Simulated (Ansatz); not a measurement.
Process, species as SMILES: O=C=S + 4 [H][H] (H2) → C (CH4) + O (H2O) + S (H2S)
B3LYP-D3(BJ)/def2-TZVP geometries, fixed; electronic energies without zero-point terms.

Basis-set convergence of the energy of full hydrogenation at HF with Ansatz (a program for electronic structure). Cartesian d functions, on some or all atoms, in 6-31G*, 6-31+G*, 6-311G**, 6-311+G**; all else is spherical. No added dispersion term, no relativity. Functions are those of the species that has most. Reference: the value in pcseg-4, -71.07 kcal/mol, itself unsure by roughly 0.11 kcal/mol (its mean distance from aug-pcseg-3, aug-cc-pV(Q+d)Z, cc-pV(5+d)Z). Deviations are taken from unrounded values.

```
basis            functions  energy of full hydrogenation (kcal/mol)
---------------  ---------  ---------------------------------------
def2-SVP                46                                   -74.87
def2-SVPD               70                                   -81.87
pcseg-1                 46                                   -74.37
aug-pcseg-1             73                                   -73.73
6-31G*                  49                                   -66.66
6-31+G*                 61                                   -69.76
cc-pV(D+d)Z             51                                   -71.16
aug-cc-pV(D+d)Z         78                                   -77.24
6-311G**                63                                   -72.64
6-311+G**               75                                   -74.32
pcseg-2                 94                                   -71.85
aug-pcseg-2            142                                   -71.63
cc-pV(T+d)Z             99                                   -70.01
aug-cc-pV(T+d)Z        147                                   -71.64
def2-TZVP               99                                   -68.00
def2-TZVPD             123                                   -69.42
def2-TZVPP             104                                   -70.62
def2-TZVPPD            128                                   -71.54
cc-pV(Q+d)Z            175                                   -70.40
aug-cc-pV(Q+d)Z        264                                   -71.03
def2-QZVPP             184                                   -70.83
def2-QZVPPD            208                                   -71.04
pcseg-3                192                                   -71.17
aug-pcseg-3            281                                   -71.16
```

What the diffuse functions change, pair by pair:
- def2-SVP to def2-SVPD: 24 more functions, deviation -3.80 to -10.80 kcal/mol
- pcseg-1 to aug-pcseg-1: 27 more functions, deviation -3.31 to -2.66 kcal/mol
- 6-31G* to 6-31+G*: 12 more functions, deviation 4.41 to 1.31 kcal/mol
- cc-pV(D+d)Z to aug-cc-pV(D+d)Z: 27 more functions, deviation -0.09 to -6.17 kcal/mol
- 6-311G** to 6-311+G**: 12 more functions, deviation -1.57 to -3.25 kcal/mol
- pcseg-2 to aug-pcseg-2: 48 more functions, deviation -0.78 to -0.57 kcal/mol
- cc-pV(T+d)Z to aug-cc-pV(T+d)Z: 48 more functions, deviation 1.05 to -0.58 kcal/mol
- def2-TZVP to def2-TZVPD: 24 more functions, deviation 3.07 to 1.64 kcal/mol
- def2-TZVPP to def2-TZVPPD: 24 more functions, deviation 0.45 to -0.47 kcal/mol
- cc-pV(Q+d)Z to aug-cc-pV(Q+d)Z: 89 more functions, deviation 0.67 to 0.04 kcal/mol
- def2-QZVPP to def2-QZVPPD: 24 more functions, deviation 0.23 to 0.03 kcal/mol
- pcseg-3 to aug-pcseg-3: 89 more functions, deviation -0.10 to -0.09 kcal/mol

They bring the value nearer the reference by more than 0.11 kcal/mol in 7 of 12 pairs.
